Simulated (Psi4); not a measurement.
**BNH4 (BH2(NH2)) at CC2/6-31+G(d) (Cartesian functions)**

Aim: the energy change on altering one bond length of BNH4 (BH2(NH2)) at CC2/6-31+G* (Cartesian functions), from 2 runs. 

The results are computed with Psi4 1.11.

2 further runs of the same task are left out: 2 set aside as unsound or not needed.

## (1) The molecule

The species is BNH4 (6 atoms), meant as a singlet with charge 0. SMILES: `[H]B([H])N`. Geometry: relaxed at GFN2-xTB.

Bond lengths: B1–N4 1.378 Å, B1–H2 1.171 Å, B1–H3 1.171 Å, N4–H5 1.007 Å, N4–H6 1.007 Å. Angles: B1–N4–H5 123.8°, B1–N4–H6 123.7°, H2–B1–N4 118.8°, H3–B1–N4 119.0°, H5–N4–H6 112.5°, H2–B1–H3 122.1°.

## (2) The energy at CC2/6-31+G(d) (Cartesian functions)

bh4n.in

```
memory 1.6 GB

molecule geom {
  B      0.64619185     1.12467050     0.00689750
  H      2.51354362     1.27424233     1.18568976
  H     -0.14853247     2.82857986    -1.16049971
  N     -0.65269251    -1.13141683    -0.00731324
  H     -2.26634854    -1.41839063    -0.97332234
  H     -0.09218084    -2.67766633     0.94856693
  units bohr
  symmetry c1
}

set basis 6-31+G*
set scf_type pk
set freeze_core true

energy('cc2')
```

Launch:

```console
$ psi4 -n 1 bh4n.in bh4n.out
```

bh4n.out, shortened:

```text
[...]
  Running in c1 symmetry.
[...]
  Nuclear repulsion =   32.535476553019080
[...]
  Multiplicity = 1
[...]
  Nalpha       = 8
  Nbeta        = 8
[...]
    Number of basis functions: 46
[...]
   @RHF iter   1:   -81.41174508411052   -7.30288e-01   8.85757e-03 ADIIS/DIIS
[...]
   @RHF iter  10:   -81.49294385209920   -2.74269e-12   4.59467e-09 DIIS
[...]
    Orbital Energies [Eh]
    ---------------------
    Doubly Occupied:
       1A    -15.567718     2A     -7.577739     3A     -1.164586
       4A     -0.723409     5A     -0.686736     6A     -0.558690
       7A     -0.467394     8A     -0.438689
[...]
  @RHF Final Energy:   -81.49294385209920
   => Energetics <=
    Nuclear Repulsion Energy =             32.5354765530190804
    One-Electron Energy =                -173.6869194699278296
    Two-Electron Energy =                  59.6584990648095612
    Total Energy =                        -81.4929438520992022
[...]
 Multipole Moments:
 ------------------------------------------------------------------------------------
     Multipole            Electronic (a.u.)      Nuclear  (a.u.)        Total (a.u.)
 ------------------------------------------------------------------------------------
 L = 1.  Multiply by 2.5417464519 to convert [e a0] to [Debye]
 Dipole X            :         -0.1187834           -0.2191256           -0.3379090
 Dipole Y            :         -0.1991372           -0.3866503           -0.5857875
 Dipole Z            :         -0.0016461           -0.0019290           -0.0035752
 Magnitude           :                                                    0.6762709
[...]
      * MP2 total energy                      =  -81.738227920212537
[...]
```

Run time: 3.9 s. Hardware: 1 thread of Intel Xeon at 2.60GHz (Ice Lake), shared host; peak memory 0.22 GiB.

## (3) The distorted shape at the same level

bh4n.sdf

```

     RDKit          3D

  6  5  0  0  0  0  0  0  0  0999 V2000
    0.4260    0.4148    0.1272 B   0  0  0  0  0  0  0  0  0  0  0  0
    1.4142    0.4940    0.7510 H   0  0  0  0  0  0  0  0  0  0  0  0
   -0.0786    1.4968   -0.6141 H   0  0  0  0  0  0  0  0  0  0  0  0
   -0.2613   -0.7790    0.1197 N   0  0  0  0  0  0  0  0  0  0  0  0
   -1.1152   -0.9309   -0.3915 H   0  0  0  0  0  0  0  0  0  0  0  0
    0.0353   -1.5973    0.6255 H   0  0  0  0  0  0  0  0  0  0  0  0
  2  1  1  0
  3  1  1  0
  4  1  1  0
  5  4  1  0
  6  4  1  0
M  END
$$$$
```

job.py

```python
import psi4
from rdkit import Chem

psi4.set_memory('1600 MB')
psi4.set_num_threads(1)
psi4.set_output_file('psi4.out', False)

rd = Chem.SDMolSupplier('bh4n.sdf', removeHs=False, sanitize=False)[0]
xyz = rd.GetConformer().GetPositions()
atoms = '\n'.join(f'{a.GetSymbol()} {x:.4f} {y:.4f} {z:.4f}' for a, (x, y, z) in zip(rd.GetAtoms(), xyz))
geom = psi4.geometry('0 1\n' + atoms + '\nsymmetry c1')

options = {'reference': 'rhf', 'scf_type': 'pk', 'freeze_core': True}
psi4.set_options(options)

result = psi4.energy("cc2/6-31+G*")
print('E =', round(result, 9))
```

Launch:

```console
$ python job.py
```

psi4.out, shortened:

```text
[...]
  Running in c1 symmetry.
[...]
  Nuclear repulsion =   31.974119941679270
[...]
  Multiplicity = 1
[...]
  Nalpha       = 8
  Nbeta        = 8
[...]
    Number of basis functions: 46
[...]
   @RHF iter   1:   -81.39746318595580   -7.84783e-01   8.88415e-03 DIIS/ADIIS
[...]
   @RHF iter  10:   -81.47804554000247   -4.27747e-12   6.17537e-09 DIIS
[...]
    Orbital Energies [Eh]
    ---------------------
    Doubly Occupied:
       1A    -15.574574     2A     -7.607382     3A     -1.171536
       4A     -0.723410     5A     -0.690442     6A     -0.550899
       7A     -0.445509     8A     -0.440349
[...]
  @RHF Final Energy:   -81.47804554000247
   => Energetics <=
    Nuclear Repulsion Energy =             31.9741199416792696
    One-Electron Energy =                -172.4961285366851484
    Two-Electron Energy =                  59.0439630550034025
    Total Energy =                        -81.4780455400024692
[...]
 Multipole Moments:
 ------------------------------------------------------------------------------------
     Multipole            Electronic (a.u.)      Nuclear  (a.u.)        Total (a.u.)
 ------------------------------------------------------------------------------------
 L = 1.  Multiply by 2.5417464519 to convert [e a0] to [Debye]
 Dipole X            :          0.0082697           -0.2897262           -0.2814565
 Dipole Y            :         -0.5059827           -0.2350945           -0.7410772
 Dipole Z            :          0.1979080           -0.1057880            0.0921200
 Magnitude           :                                                    0.7980597
[...]
      * MP2 total energy                      =  -81.724158408364289
[...]
```

The script printed:

```text
E = -81.727163406
```

Run time: 3.3 s. Hardware: 1 thread of Intel Xeon at 2.60GHz (Ice Lake), shared host; peak memory 0.25 GiB.

## (4) Summary of results

At CC2/6-31+G* (Cartesian functions), 2 core orbitals frozen:

```
                                                         quantity         value
                   first shape: ground-state or mean-field energy  -81.74111 Eh
                 first shape: HOMO energy (Hartree–Fock orbitals)     -11.94 eV
                 first shape: LUMO energy (Hartree–Fock orbitals)       1.54 eV
               first shape: HOMO–LUMO gap (Hartree–Fock orbitals)      13.48 eV
         first shape: correlation energy (2 core orbitals frozen)    -248.2 mEh
                                       first shape: T1 diagnostic         0.015
               distorted shape: ground-state or mean-field energy  -81.72716 Eh
             distorted shape: HOMO energy (Hartree–Fock orbitals)     -11.98 eV
             distorted shape: LUMO energy (Hartree–Fock orbitals)       1.51 eV
           distorted shape: HOMO–LUMO gap (Hartree–Fock orbitals)      13.50 eV
     distorted shape: correlation energy (2 core orbitals frozen)    -249.1 mEh
                                   distorted shape: T1 diagnostic         0.015
energy change with the B1–H3 bond stretched from 1.171 to 1.405 Å      0.379 eV
```

With the B1–H3 bond stretched from 1.171 to 1.405 Å the energy rises by 0.38 eV (8.7 kcal/mol). The first shape isn't relaxed at this level, so the change isn't measured from a minimum.
